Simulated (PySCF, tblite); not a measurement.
# C3H2O2: changes of charge, electronic excitations, EPR parameters, part 1 of 3

What do calculations give for the changes of charge, electronic excitations, EPR parameters of C3H2O2 (`C#CC(=O)O`)?

Computed with tblite 0.8.0 and PySCF 2.14.0 and routines of our own; the level stands in each step. Atoms count from 0.

### Step 1. The system as given

7 atoms, charge 0, multiplicity 1; geometry from: start built from the parent or by distance geometry.

### Step 2. Relaxing the molecule with GFN2-xTB

The job: settings as JSON, then the geometry in Å.

```
{"job": {"kind": "relax", "xc": "GFN2-xTB", "basis": "xTB"}, "charge": 0, "multiplicity": 1}
C      1.996700     0.101000    -0.033100
C      0.772500    -0.064700     0.056100
C     -0.624200    -0.287900     0.218600
O     -1.074500    -1.415200     0.401200
O     -1.542500     0.755800     0.134800
H      3.022500     0.249400    -0.133000
H     -2.543900     0.671400     0.200800
```

Started as:

```sh
$ OMP_NUM_THREADS=1 python redox_run.py task.json out
```

One launch serves the whole session: the jobs run in the order shown.

Standard output:

```text
step      E/eV     max force
  0    -421.15766    4.172
  1    -420.94432   11.721
  2    -421.42805    1.810
  3    -421.47574    2.066
  4    -421.55594    0.939
  5    -421.63280    0.803
  6    -421.64276    0.357
  7    -421.64634    0.147
  8    -421.64728    0.120
  9    -421.64957    0.128
 10    -421.65078    0.117
 11    -421.65146    0.076
 12    -421.65174    0.050
 13    -421.65195    0.049
 14    -421.65211    0.038
 15    -421.65229    0.048
 16    -421.65255    0.059
 17    -421.65299    0.079
 18    -421.65358    0.092
 19    -421.65409    0.064
 20    -421.65435    0.048
 21    -421.65446    0.032
 22    -421.65449    0.015
 23    -421.65450    0.009
```

Run time: 0.11 s. Hardware: 1 thread of Intel Xeon Platinum 8259CL at 2.50GHz, shared host.

Along the way: (the energy doesn't fall at every step)

| step | energy from step 0 (eV) | largest force (eV/Å) |
| --- | --- | --- |
| 0 | 0.0000 | 4.1725 |
| 1 | 0.2133 | 11.7211 |
| 2 | -0.2704 | 1.8105 |
| 3 | -0.3181 | 2.0660 |
| 4 | -0.3983 | 0.9390 |
| 5 | -0.4751 | 0.8028 |
| 6 | -0.4851 | 0.3574 |
| 7 | -0.4887 | 0.1472 |
| 8 | -0.4896 | 0.1204 |
| 9 | -0.4919 | 0.1282 |
| 10 | -0.4931 | 0.1170 |
| 11 | -0.4938 | 0.0758 |
| 12 | -0.4941 | 0.0498 |
| 13 | -0.4943 | 0.0493 |
| 14 | -0.4944 | 0.0377 |
| 15 | -0.4946 | 0.0483 |
| 16 | -0.4949 | 0.0594 |
| 17 | -0.4953 | 0.0791 |
| 18 | -0.4959 | 0.0924 |
| 19 | -0.4964 | 0.0640 |
| 20 | -0.4967 | 0.0479 |
| 21 | -0.4968 | 0.0317 |
| 22 | -0.4968 | 0.0146 |
| 23 | -0.4968 | 0.0091 |

Distances of close pairs at the start and the end, largest changes first:

| bond | before (Å) | after (Å) | change (Å) |
| --- | --- | --- | --- |
| C2–O4 | 1.393 | 1.338 | -0.054 |
| C0–C1 | 1.239 | 1.199 | -0.039 |
| O4–H6 | 1.007 | 0.970 | -0.037 |
| C2–O3 | 1.228 | 1.202 | -0.026 |
| C1–C2 | 1.424 | 1.442 | +0.018 |
| C0–H5 | 1.041 | 1.051 | +0.009 |

The final coordinates are the input of the step that follows.

### Step 3. Infrared spectrum with GFN2-xTB

The job: settings as JSON, then the geometry in Å.

```
{"job": {"kind": "ir", "xc": "GFN2-xTB", "basis": "xTB"}, "charge": 0, "multiplicity": 1}
C      1.913352     0.120354    -0.033897
C      0.730972    -0.049393     0.075292
C     -0.678475    -0.320140     0.215847
O     -1.145779    -1.410788     0.405564
O     -1.408567     0.796245     0.108937
H      2.946282     0.284575    -0.134601
H     -2.351118     0.588957     0.208295
```

Standard output:

```text
mode    cm-1     km/mol
  1     152.9      2.61
  2     215.8      3.11
  3     488.3     31.35
  4     550.7     12.40
  5     591.8     81.06
  6     655.9     72.11
  7     688.6     14.79
  8     745.6    107.78
  9     835.5     15.28
 10    1124.8    328.66
 11    1239.9    163.30
 12    1768.2    479.78
 13    2253.0     66.40
 14    3378.6      7.48
 15    3449.2     39.37
ZPE 108.494  H(298)-E 124.221  G(298)-E 35.258 kJ/mol  S 298.39 J/(mol K)
```

Run time: 0.19 s. Hardware: 1 thread of Intel Xeon Platinum 8259CL at 2.50GHz, shared host.

Which atoms move in the most intense modes:

| cm⁻¹ | km/mol | atoms |
| --- | --- | --- |
| 592 | 81.1 | H6 51 %, C2 16 %, H5 13 %, C1 12 % |
| 656 | 72.1 | H5 37 %, H6 34 %, C2 10 % |
| 746 | 107.8 | C2 48 %, H5 33 % |
| 1125 | 328.7 | H6 39 %, O4 36 %, C2 15 % |
| 1240 | 163.3 | C2 56 %, H6 29 % |
| 1768 | 479.8 | C2 62 %, O3 36 % |
| 2253 | 66.4 | C1 58 %, C0 32 % |
| 3449 | 39.4 | H6 94 % |

### Step 4. Relaxing the molecule at PBE0-D3(BJ)/ma-def2-SVP

Settings changed since step 3:

```diff
@@ -1,2 +1,2 @@
-{"job": {"kind": "ir", "xc": "GFN2-xTB", "basis": "xTB"}, "charge": 0, "multiplicity": 1}
+{"job": {"xc": "PBE0", "basis": "ma-def2-SVP", "d3": "d3bj", "grid": 1, "kind": "geom"}, "charge": 0, "multiplicity": 1}
 C      1.913352     0.120354    -0.033897
```

Standard output:

```text
step   0  E = -265.42104846  max force = 0.020538
step   1  E = -265.42190807  max force = 0.003396
step   2  E = -265.42177992  max force = 0.004433
step   3  E = -265.42203908  max force = 0.000550
step   4  E = -265.42201954  max force = 0.000427
step   5  E = -265.42202773  max force = 0.000216
step   6  E = -265.42203237  max force = 0.000225
step   7  E = -265.42203204  max force = 0.000082
optimisation converged
```

It took 24 s on 1 thread of Intel Xeon Platinum 8259CL at 2.50GHz, shared host.

The steps of the relaxation: (the energy doesn't fall at every step)

| step | energy from step 0 (eV) | largest force component (eV/Å) |
| --- | --- | --- |
| 0 | 0.0000 | 1.0561 |
| 1 | -0.0234 | 0.1746 |
| 2 | -0.0199 | 0.2280 |
| 3 | -0.0270 | 0.0283 |
| 4 | -0.0264 | 0.0220 |
| 5 | -0.0266 | 0.0111 |
| 6 | -0.0268 | 0.0116 |
| 7 | -0.0268 | 0.0042 |

Close pairs (by a distance rule), those that changed most:

| bond | before (Å) | after (Å) | change (Å) |
| --- | --- | --- | --- |
| C0–H5 | 1.051 | 1.076 | +0.025 |
| C0–C1 | 1.199 | 1.210 | +0.011 |
| C1–C2 | 1.442 | 1.449 | +0.007 |
| C2–O4 | 1.338 | 1.336 | -0.002 |
| C2–O3 | 1.202 | 1.203 | +0.002 |
| O4–H6 | 0.970 | 0.970 | -0.000 |

The end geometry stands in the next job.

| at the end point | value |
| --- | --- |
| point group (found at 0.08 Å tolerance) | Cs |
| rotational constants (GHz, main isotopes) | 12.253, 4.126, 3.086 |
| dipole moment (D) | 1.73 |

### Step 5. Harmonic vibrations (C₃H₂O₂): PBE0-D3(BJ)/ma-def2-SVP

The job: settings as JSON, then the geometry in Å.

```
{"job": {"xc": "PBE0", "basis": "ma-def2-SVP", "d3": "d3bj", "grid": 2, "kind": "hessian"}, "charge": 0, "multiplicity": 1}
C      1.920565     0.174345     0.006558
C      0.729402    -0.015720     0.104395
C     -0.682639    -0.311898     0.241544
O     -1.114363    -1.378816     0.592665
O     -1.450021     0.737502    -0.067142
H      2.979585     0.342553    -0.080701
H     -2.372673     0.461246     0.047455
```

Standard output:

```text
coarse grid: 6672 points
cycle   1  E = -265.2227004986  dE =  9.049e-01  |g| = 8.667e-01  |ddm| = 4.263e+00
cycle   2  E = -264.8733742066  dE =  3.493e-01  |g| = 1.601e+00  |ddm| = 3.923e+00
cycle   3  E = -265.3522664650  dE = -4.789e-01  |g| = 3.068e-01  |ddm| = 2.731e+00
cycle   4  E = -265.3704207053  dE = -1.815e-02  |g| = 7.754e-02  |ddm| = 4.620e-01
cycle   5  E = -265.3714389955  dE = -1.018e-03  |g| = 2.066e-02  |ddm| = 1.087e-01
cycle   6  E = -265.3715477618  dE = -1.088e-04  |g| = 3.830e-03  |ddm| = 5.187e-02
cycle   7  E = -265.3715509093  dE = -3.148e-06  |g| = 1.100e-03  |ddm| = 7.763e-03
final grid: 66784 points
cycle   8  E = -265.4220400377  dE = -4.415e-06  |g| = 1.011e-02  |ddm| = 5.635e-02
cycle   9  E = -265.4219949027  dE =  4.513e-05  |g| = 1.838e-02  |ddm| = 3.101e-02
cycle  10  E = -265.4220585924  dE = -6.369e-05  |g| = 2.369e-03  |ddm| = 2.203e-02
cycle  11  E = -265.4220596756  dE = -1.083e-06  |g| = 1.563e-04  |ddm| = 2.494e-03
cycle  12  E = -265.4220596789  dE = -3.298e-09  |g| = 9.293e-05  |ddm| = 3.971e-04
cycle  13  E = -265.4220596806  dE = -1.726e-09  |g| = 4.429e-05  |ddm| = 1.692e-04
cycle  14  E = -265.4220596811  dE = -4.757e-10  |g| = 1.179e-05  |ddm| = 6.480e-05
cycle  15  E = -265.4220596812  dE = -3.803e-11  |g| = 1.397e-06  |ddm| = 1.770e-05
converged SCF energy = -265.4220596812

mode    cm-1
  1     195.1
  2     261.8
  3     539.8
  4     608.1
  5     611.1
  6     713.0
  7     761.2
  8     798.1
  9     848.1
 10    1201.2
 11    1380.2
 12    1853.3
 13    2249.4
 14    3473.1
 15    3802.9
ZPE 115.419  H(298)-E 130.357  G(298)-E 42.957 kJ/mol  S 293.14 J/(mol K)
```

Wall time 85 s (1 thread of Intel Xeon Platinum 8259CL at 2.50GHz, shared host); peak memory 1.4 GiB.

Zero-point energy 115.42 kJ/mol (xTB gave 108.49).

### Step 6. Single point (C₃H₂O₂): wB97X-D3(BJ)/ma-def2-TZVP

Geometry: PBE0-D3(BJ)/ma-def2-SVP.

Settings changed since step 5:

```diff
@@ -1,2 +1,2 @@
-{"job": {"xc": "PBE0", "basis": "ma-def2-SVP", "d3": "d3bj", "grid": 2, "kind": "hessian"}, "charge": 0, "multiplicity": 1}
+{"job": {"kind": "sp", "xc": "wB97X", "basis": "ma-def2-TZVP", "d3": "d3bj", "grid": 2}, "charge": 0, "multiplicity": 1}
 C      1.920565     0.174345     0.006558
```

Standard output:

```text
coarse grid: 6672 points
cycle   1  E = -265.9020579866  dE =  1.018e+00  |g| = 9.585e-01  |ddm| = 2.608e+00
cycle   2  E = -265.8275030111  dE =  7.455e-02  |g| = 1.238e+00  |ddm| = 2.750e+00
cycle   3  E = -266.0775318646  dE = -2.500e-01  |g| = 1.451e-01  |ddm| = 1.235e+00
cycle   4  E = -266.0807628709  dE = -3.231e-03  |g| = 6.487e-02  |ddm| = 1.687e-01
cycle   5  E = -266.0815241620  dE = -7.613e-04  |g| = 1.083e-02  |ddm| = 7.683e-02
cycle   6  E = -266.0815607175  dE = -3.656e-05  |g| = 3.470e-03  |ddm| = 2.753e-02
cycle   7  E = -266.0815661806  dE = -5.463e-06  |g| = 1.282e-03  |ddm| = 8.260e-03
final grid: 66784 points
cycle   8  E = -266.0785608531  dE = -3.146e-05  |g| = 5.246e-03  |ddm| = 1.193e-01
cycle   9  E = -266.0785597685  dE =  1.085e-06  |g| = 5.862e-03  |ddm| = 9.505e-03
cycle  10  E = -266.0785651890  dE = -5.420e-06  |g| = 5.781e-04  |ddm| = 5.503e-03
cycle  11  E = -266.0785652417  dE = -5.279e-08  |g| = 3.663e-04  |ddm| = 9.136e-04
cycle  12  E = -266.0785652687  dE = -2.698e-08  |g| = 6.054e-05  |ddm| = 8.455e-04
cycle  13  E = -266.0785652712  dE = -2.511e-09  |g| = 3.496e-05  |ddm| = 3.081e-04
converged SCF energy = -266.0785652712
```

It took 7.7 s on 1 thread of Intel Xeon Platinum 8259CL at 2.50GHz, shared host; peak memory 0.62 GiB.

### Step 7. Single point (C3H2O2+ (doublet)): wB97X-D3(BJ)/ma-def2-TZVP

Geometry: PBE0-D3(BJ)/ma-def2-SVP, that of another charge or spin state.

Settings changed since step 6:

```diff
@@ -1,2 +1,2 @@
-{"job": {"kind": "sp", "xc": "wB97X", "basis": "ma-def2-TZVP", "d3": "d3bj", "grid": 2}, "charge": 0, "multiplicity": 1}
+{"job": {"kind": "sp", "xc": "wB97X", "basis": "ma-def2-TZVP", "d3": "d3bj", "grid": 2}, "charge": 1, "multiplicity": 2}
 C      1.920565     0.174345     0.006558
```

Standard output:

```text
final grid: 66784 points
cycle   1  E = -265.6711079366  dE = -4.377e-11  |g| = 3.953e-05  |ddm| = 7.104e-05
converged SCF energy = -265.6711079366
```

Wall time 42 s (1 thread of Intel Xeon Platinum 8259CL at 2.50GHz, shared host); peak memory 0.7 GiB.

### Step 8. Relaxing the molecule with GFN2-xTB

This step treats C3H2O2+ (doublet), labelled `[CH]=[C+]C(=O)O` (the label fixes atoms and charge, not where charge and spin sit).

The job: settings as JSON, then the geometry in Å.

```
{"job": {"kind": "relax", "xc": "GFN2-xTB", "basis": "xTB"}, "charge": 1, "multiplicity": 2}
C      1.936800     0.168200     0.001300
C      0.718700    -0.007100     0.081400
C     -0.665200    -0.319500     0.244700
O     -1.116900    -1.364200     0.572100
O     -1.453200     0.733700    -0.055800
H      2.968600     0.340800    -0.089500
H     -2.372300     0.467100     0.036400
```

Standard output:

```text
step      E/eV     max force
  0    -405.62797    3.778
  1    -405.64507    6.447
  2    -405.82997    1.833
  3    -405.87987    2.154
  4    -405.94670    0.893
  5    -406.02597    1.415
  6    -406.05218    0.779
  7    -406.07309    0.370
  8    -406.07844    0.371
  9    -406.08622    0.248
 10    -406.08982    0.194
 11    -406.09190    0.115
 12    -406.09238    0.063
 13    -406.09261    0.053
 14    -406.09285    0.070
 15    -406.09326    0.107
 16    -406.09374    0.112
 17    -406.09415    0.079
 18    -406.09447    0.066
 19    -406.09480    0.073
 20    -406.09524    0.086
 21    -406.09574    0.085
 22    -406.09618    0.078
 23    -406.09652    0.067
 24    -406.09679    0.063
 25    -406.09696    0.050
 26    -406.09705    0.033
 27    -406.09709    0.022
 28    -406.09711    0.016
 29    -406.09712    0.010
```

Wall time 0.14 s (1 thread of Intel Xeon Platinum 8259CL at 2.50GHz, shared host).

Relaxation path:

| step | energy from step 0 (eV) | largest force (eV/Å) |
| --- | --- | --- |
| 0 | 0.0000 | 3.7778 |
| 1 | -0.0171 | 6.4475 |
| 2 | -0.2020 | 1.8335 |
| 3 | -0.2519 | 2.1540 |
| 4 | -0.3187 | 0.8934 |
| 5 | -0.3980 | 1.4146 |
| 6 | -0.4242 | 0.7790 |
| 7 | -0.4451 | 0.3700 |
| 8 | -0.4505 | 0.3712 |
| 9 | -0.4583 | 0.2477 |
| 10 | -0.4618 | 0.1941 |
| 11 | -0.4639 | 0.1147 |
| 12 | -0.4644 | 0.0633 |
| 13 | -0.4646 | 0.0531 |
| 14 | -0.4649 | 0.0697 |
| 15 | -0.4653 | 0.1072 |
| 16 | -0.4658 | 0.1122 |
| 17 | -0.4662 | 0.0790 |
| 18 | -0.4665 | 0.0656 |
| 19 | -0.4668 | 0.0728 |
| 20 | -0.4673 | 0.0859 |
| 21 | -0.4678 | 0.0849 |
| 22 | -0.4682 | 0.0776 |
| 23 | -0.4685 | 0.0669 |
| 24 | -0.4688 | 0.0626 |
| 25 | -0.4690 | 0.0505 |
| 26 | -0.4691 | 0.0328 |
| 27 | -0.4691 | 0.0224 |
| 28 | -0.4691 | 0.0161 |
| 29 | -0.4692 | 0.0100 |

Close pairs (by a distance rule), those that changed most:

| bond | before (Å) | after (Å) | change (Å) |
| --- | --- | --- | --- |
| C2–O4 | 1.349 | 1.260 | -0.089 |
| C1–C2 | 1.428 | 1.463 | +0.035 |
| C2–O3 | 1.184 | 1.212 | +0.028 |
| C0–C1 | 1.233 | 1.211 | -0.022 |
| O4–H6 | 0.961 | 0.982 | +0.021 |
| C0–H5 | 1.050 | 1.068 | +0.018 |

The final coordinates are the input of the step that follows.

### Step 9. Vibrational analysis with GFN2-xTB

The job: settings as JSON, then the geometry in Å.

```
{"job": {"kind": "ir", "xc": "GFN2-xTB", "basis": "xTB"}, "charge": 1, "multiplicity": 2}
C      1.920258     0.068195     0.029645
C      0.714630    -0.025730     0.097388
C     -0.730495    -0.225399     0.206927
O     -0.834218    -1.378008     0.567630
O     -1.522194     0.717918    -0.058771
H      2.953893     0.315809    -0.079696
H     -2.485350     0.546235     0.027495
```

Standard output:

```text
mode    cm-1     km/mol
  1     143.3     10.09
  2     241.4     14.02
  3     445.8     65.29
  4     485.1      7.83
  5     604.6     59.07
  6     656.3     77.27
  7     671.8    191.05
  8     677.3     48.84
  9     806.7     52.64
 10    1092.4    215.26
 11    1275.1    101.21
 12    1744.6    515.85
 13    2094.7    261.25
 14    3161.3    406.01
 15    3247.4    286.14
ZPE 103.764  H(298)-E 119.741  G(298)-E 28.782 kJ/mol  S 305.08 J/(mol K)
```

Wall time 0.2 s (1 thread of Intel Xeon Platinum 8259CL at 2.50GHz, shared host).

The strongest bands and the atoms that carry them (share of the mass-weighted mode):

| cm⁻¹ | km/mol | atoms |
| --- | --- | --- |
| 656 | 77.3 | H6 39 %, H5 33 % |
| 672 | 191.1 | H5 45 %, C2 29 % |
| 1092 | 215.3 | H6 54 %, O4 32 %, O3 11 % |
| 1275 | 101.2 | C2 48 %, O4 21 %, O3 21 % |
| 1745 | 515.9 | C2 67 %, O3 22 % |
| 2095 | 261.2 | C1 56 %, C0 33 % |
| 3161 | 406.0 | H5 86 %, C0 13 % |
| 3247 | 286.1 | H6 94 % |

### Step 10. Relaxing the molecule at PBE0-D3(BJ)/ma-def2-SVP

This step treats C3H2O2+ (doublet), labelled `[CH]=[C+]C(=O)O` (the label fixes atoms and charge, not where charge and spin sit).

Settings changed since step 9:

```diff
@@ -1,2 +1,2 @@
-{"job": {"kind": "ir", "xc": "GFN2-xTB", "basis": "xTB"}, "charge": 1, "multiplicity": 2}
+{"job": {"xc": "PBE0", "basis": "ma-def2-SVP", "d3": "d3bj", "grid": 1, "kind": "geom"}, "charge": 1, "multiplicity": 2}
 C      1.920258     0.068195     0.029645
```

Standard output:

```text
step   0  E = -265.02918896  max force = 0.059357
step   1  E = -265.03392351  max force = 0.030246
step   2  E = -265.03466984  max force = 0.003712
step   3  E = -265.03452173  max force = 0.006225
step   4  E = -265.03471696  max force = 0.002413
step   5  E = -265.03471245  max force = 0.002262
step   6  E = -265.03475522  max force = 0.000968
step   7  E = -265.03475903  max force = 0.000327
optimisation converged
```

Wall time 44 s (1 thread of Intel Xeon Platinum 8259CL at 2.50GHz, shared host).

The steps of the relaxation: (the energy doesn't fall at every step)

| step | energy from step 0 (eV) | largest force component (eV/Å) |
| --- | --- | --- |
| 0 | 0.0000 | 3.0523 |
| 1 | -0.1288 | 1.5553 |
| 2 | -0.1491 | 0.1909 |
| 3 | -0.1451 | 0.3201 |
| 4 | -0.1504 | 0.1241 |
| 5 | -0.1503 | 0.1163 |
| 6 | -0.1515 | 0.0498 |
| 7 | -0.1516 | 0.0168 |

Distances of close pairs at the start and the end, largest changes first:

| bond | before (Å) | after (Å) | change (Å) |
| --- | --- | --- | --- |
| C1–C2 | 1.463 | 1.421 | -0.042 |
| C2–O3 | 1.212 | 1.236 | +0.023 |
| C0–C1 | 1.211 | 1.230 | +0.019 |
| C0–H5 | 1.068 | 1.087 | +0.018 |
| C2–O4 | 1.260 | 1.274 | +0.015 |
| O4–H6 | 0.982 | 0.979 | -0.003 |

The end geometry stands in the next job.

| at the end point | value |
| --- | --- |
| point group (found at 0.08 Å tolerance) | Cs |
| rotational constants (GHz, main isotopes) | 12.803, 4.203, 3.164 |
| ⟨S²⟩ | 0.768 |

### Step 11. Harmonic vibrations (C₃H₂O₂+ (doublet), [CH]=[C+]C(=O)O): PBE0-D3(BJ)/ma-def2-SVP

The job: settings as JSON, then the geometry in Å.

```
{"job": {"xc": "PBE0", "basis": "ma-def2-SVP", "d3": "d3bj", "grid": 2, "kind": "hessian"}, "charge": 1, "multiplicity": 2}
C      1.912823     0.251844    -0.021778
C      0.689036     0.151100     0.045376
C     -0.679239    -0.201156     0.200585
O     -0.719701    -1.373356     0.588956
O     -1.643131     0.597651    -0.038028
H      2.989238     0.382270    -0.095512
H     -2.531142     0.214518     0.111935
```

Standard output:

```text
coarse grid: 6672 points
cycle   1  E = -264.8160401759  dE =  1.347e+00  |g| = 5.918e-01  |ddm| = 2.892e+00
cycle   2  E = -263.7192531276  dE =  1.097e+00  |g| = 1.612e+00  |ddm| = 2.276e+00
cycle   3  E = -264.9197042773  dE = -1.200e+00  |g| = 3.657e-01  |ddm| = 1.770e+00
cycle   4  E = -264.9689793196  dE = -4.928e-02  |g| = 1.787e-01  |ddm| = 5.798e-01
cycle   5  E = -264.9810172017  dE = -1.204e-02  |g| = 8.451e-02  |ddm| = 1.630e-01
cycle   6  E = -264.9827788804  dE = -1.762e-03  |g| = 6.043e-02  |ddm| = 7.431e-02
cycle   7  E = -264.9843577853  dE = -1.579e-03  |g| = 3.546e-02  |ddm| = 9.513e-02
cycle   8  E = -264.9850073418  dE = -6.496e-04  |g| = 1.466e-02  |ddm| = 7.887e-02
cycle   9  E = -264.9851675384  dE = -1.602e-04  |g| = 1.628e-03  |ddm| = 5.145e-02
cycle  10  E = -264.9851717384  dE = -4.200e-06  |g| = 2.170e-03  |ddm| = 8.733e-03
final grid: 66784 points
cycle  11  E = -265.0347235282  dE =  3.932e-05  |g| = 1.197e-02  |ddm| = 3.273e-02
cycle  12  E = -265.0342157594  dE =  5.078e-04  |g| = 3.516e-02  |ddm| = 5.089e-02
cycle  13  E = -265.0347904974  dE = -5.747e-04  |g| = 2.994e-03  |ddm| = 3.868e-02
cycle  14  E = -265.0347939470  dE = -3.450e-06  |g| = 8.246e-04  |ddm| = 3.172e-03
cycle  15  E = -265.0347944149  dE = -4.679e-07  |g| = 6.379e-04  |ddm| = 1.946e-03
cycle  16  E = -265.0347946576  dE = -2.427e-07  |g| = 3.716e-04  |ddm| = 1.641e-03
cycle  17  E = -265.0347947705  dE = -1.130e-07  |g| = 1.368e-04  |ddm| = 1.236e-03
cycle  18  E = -265.0347947842  dE = -1.364e-08  |g| = 4.771e-05  |ddm| = 4.865e-04
cycle  19  E = -265.0347947860  dE = -1.849e-09  |g| = 7.088e-06  |ddm| = 2.075e-04
cycle  20  E = -265.0347947862  dE = -1.207e-10  |g| = 5.516e-06  |ddm| = 2.648e-05
cycle  21  E = -265.0347947863  dE = -9.908e-11  |g| = 2.503e-06  |ddm| = 2.984e-05
converged SCF energy = -265.0347947863

mode    cm-1
  1     167.1
  2     242.3
  3     474.2
  4     521.5
  5     622.0
  6     740.2
  7     762.8
  8     774.0
  9     877.6
 10    1167.5
 11    1379.7
 12    1704.5
 13    2158.2
 14    3377.4
 15    3694.3
ZPE 111.632  H(298)-E 126.994  G(298)-E 37.105 kJ/mol  S 301.49 J/(mol K)
```

Run time: 3.2 min. Hardware: 1 thread of Intel Xeon Platinum 8259CL at 2.50GHz, shared host; peak memory 1.6 GiB.

Zero-point energy 111.63 kJ/mol (xTB gave 103.76).

### Step 12. Single point (C3H2O2): wB97X-D3(BJ)/ma-def2-TZVP

Geometry: PBE0-D3(BJ)/ma-def2-SVP, that of another charge or spin state.

Settings changed since step 11:

```diff
@@ -1,2 +1,2 @@
-{"job": {"xc": "PBE0", "basis": "ma-def2-SVP", "d3": "d3bj", "grid": 2, "kind": "hessian"}, "charge": 1, "multiplicity": 2}
+{"job": {"kind": "sp", "xc": "wB97X", "basis": "ma-def2-TZVP", "d3": "d3bj", "grid": 2}, "charge": 0, "multiplicity": 1}
 C      1.912823     0.251844    -0.021778
```

Standard output:

```text
coarse grid: 6672 points
cycle   1  E = -265.8755925662  dE =  1.088e+00  |g| = 9.680e-01  |ddm| = 2.568e+00
cycle   2  E = -265.7542725081  dE =  1.213e-01  |g| = 1.338e+00  |ddm| = 2.076e+00
cycle   3  E = -266.0570625900  dE = -3.028e-01  |g| = 1.681e-01  |ddm| = 1.212e+00
cycle   4  E = -266.0615164779  dE = -4.454e-03  |g| = 6.411e-02  |ddm| = 1.739e-01
cycle   5  E = -266.0622435162  dE = -7.270e-04  |g| = 1.191e-02  |ddm| = 8.295e-02
cycle   6  E = -266.0622854737  dE = -4.196e-05  |g| = 4.756e-03  |ddm| = 2.836e-02
cycle   7  E = -266.0622933734  dE = -7.900e-06  |g| = 2.364e-03  |ddm| = 1.126e-02
final grid: 66784 points
cycle   8  E = -266.0583287527  dE = -2.724e-05  |g| = 5.284e-03  |ddm| = 8.007e-02
cycle   9  E = -266.0583257425  dE =  3.010e-06  |g| = 6.697e-03  |ddm| = 8.356e-03
cycle  10  E = -266.0583336548  dE = -7.912e-06  |g| = 5.797e-04  |ddm| = 4.613e-03
cycle  11  E = -266.0583337298  dE = -7.495e-08  |g| = 3.423e-04  |ddm| = 6.663e-04
cycle  12  E = -266.0583337599  dE = -3.010e-08  |g| = 7.173e-05  |ddm| = 5.562e-04
cycle  13  E = -266.0583337647  dE = -4.825e-09  |g| = 5.574e-05  |ddm| = 2.443e-04
converged SCF energy = -266.0583337647
```

Wall time 9 s (1 thread of Intel Xeon Platinum 8259CL at 2.50GHz, shared host); peak memory 0.65 GiB.

(Continued in part 2 of 3.)
